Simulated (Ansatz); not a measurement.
What each rung costs, and what it gives

Saddle point of AlSiH4Cl, singlet (AlSiH₄Cl ([SiH3][AlH][Cl]) → AlCl + SiH₄; bonds formed: Si2–H3; bonds broken: Al1–Si2, Al1–H3), PBE0-D4/def2-TZVP structure:

| atom | x (Å) | y (Å) | z (Å) |
| --- | --- | --- | --- |
| Al1 | -1.3676 | 0.6133 | 0.4105 |
| Si2 | 0.9194 | 0.1369 | -0.1838 |
| H3 | -0.5101 | -0.9267 | -0.0450 |
| Cl4 | -3.2973 | -0.1564 | 0.7147 |
| H5 | 1.5327 | -0.7379 | 0.8509 |
| H6 | 1.7315 | 1.4025 | -0.1536 |
| H7 | 0.9915 | -0.3317 | -1.5937 |

Barriers are electronic and count from the start structure reached by relaxing down the imaginary mode.

Computed with Ansatz 0.2.0 (basis: as named in each row); correlated methods freeze the cores. B3LYP uses VWN-RPA correlation. Extrapolation: Hartree–Fock as exp(−7.88 √X), correlation as X^−2.97.

Times are rough, for one single point on 2 threads of a shared host (Arm Neoverse V1).

The estimate by CCSD(T) at an estimated basis limit (MP2 extrapolated from triple and quadruple zeta, plus CCSD(T) − MP2 in triple zeta) is 2.161 eV.

```tsv
method	basis	time (s)	barrier (eV)	method less estimate
HF	STO-3G	under 1	4.858	2.697
PBE-D4	STO-3G	under 1	3.726	1.565
SPW92	def2-SVP	under 1	1.906	-0.255
B3LYP-D4	6-31G	under 1	2.589	0.428
PBE-D4	def2-SVP	under 1	1.978	-0.183
PBE0-D4	def2-SVP	1	2.136	-0.024
CCSD(T)	def2-SVP	1	2.254	0.093
SPW92	def2-TZVPP	1	1.833	-0.327
PBE-D4	def2-TZVPP	2	1.911	-0.250
BLYP-D4	def2-TZVPP	2	2.009	-0.152
B3LYP-D4	def2-TZVPP	3	2.128	-0.033
BHLYP-D4	def2-TZVPP	3	2.303	0.142
CAM-B3LYP-D4	def2-TZVPP	3	2.253	0.092
PBE0-D4	def2-TZVPP	3	2.066	-0.094
RPA on PBE	def2-TZVPP	4	2.071	-0.090
r2SCAN-D4	def2-TZVPP	4	2.053	-0.108
r2SCAN0-D4	def2-TZVPP	5	2.143	-0.018
wB97M-V	def2-SVP	6	2.193	0.032
B2PLYP	def2-TZVPP	6	2.188	0.028
PBE-QIDH	def2-TZVPP	6	2.207	0.047
wB97X-V	def2-TZVPP	8	2.276	0.116
B97M-V	def2-TZVPP	8	2.028	-0.133
wB97M-V	def2-TZVPP	10	2.120	-0.041
MP2	def2-QZVPP	17	2.238	0.077
CCSD(T)	def2-TZVPP	29	2.165	0.004
```

All methods are single points on the PBE0-D4 structures.

The T1 diagnostic stays at or below 0.014. The restricted Hartree–Fock reference is unstable towards an unrestricted one at one or more of these structures.

Losses and insertions of silylenes and their heavier kin drive the gas-phase chemistry of silicon and germanium vapour deposition.

Labels in which every atom is bracketed show which atoms are joined, not bond orders.
